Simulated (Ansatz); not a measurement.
Reaction (SMILES): [Si-]#[O+] (O-Si) + 3 [H][H] (H2) → O (H2O) + [SiH4] (SiH4)
B3LYP-D3(BJ)/def2-TZVP geometries, fixed; electronic energies without zero-point terms.
Largest species:
```xyz
5

Si     0.0000     0.0000     0.0000
H      0.8756     0.8547     0.8331
H     -0.8222    -0.8655     0.8753
H     -0.8862     0.8545    -0.8220
H      0.8328    -0.8437    -0.8864
```
Charge 0, spin multiplicity 1.

Basis-set convergence of the energy of full hydrogenation at HF with Ansatz (a quantum-chemistry and plane-wave program). All functions are spherical. No added dispersion term, no relativity. Functions are those of the species that has most. Reference: the value in pcseg-4, -50.09 kcal/mol, itself unsure by roughly 0.13 kcal/mol (its mean distance from aug-pcseg-3, aug-cc-pV(Q+d)Z, cc-pV(5+d)Z). Deviations are taken from unrounded values.

| basis | functions | energy of full hydrogenation (kcal/mol) | minus reference (kcal/mol) |
|---|---|---|---|
| cc-pV(D+d)Z | 43 | -56.38 | -6.29 |
| aug-cc-pV(D+d)Z | 68 | -58.01 | -7.92 |
| cc-pV(T+d)Z | 95 | -49.32 | 0.78 |
| jun-cc-pV(T+d)Z | 104 | -50.32 | -0.23 |
| aug-cc-pV(T+d)Z | 147 | -50.11 | -0.01 |
| cc-pV(Q+d)Z | 184 | -49.91 | 0.18 |
| aug-cc-pV(Q+d)Z | 273 | -50.37 | -0.28 |
| cc-pV(5+d)Z | 320 | -50.08 | 0.02 |

The smallest set listed that lies within 4 kcal/mol of the reference with all its larger relatives (same family, alike in diffuse functions; a set with none counts only in the reference's own line) is cc-pV(T+d)Z (95 functions, 0.78 kcal/mol off).
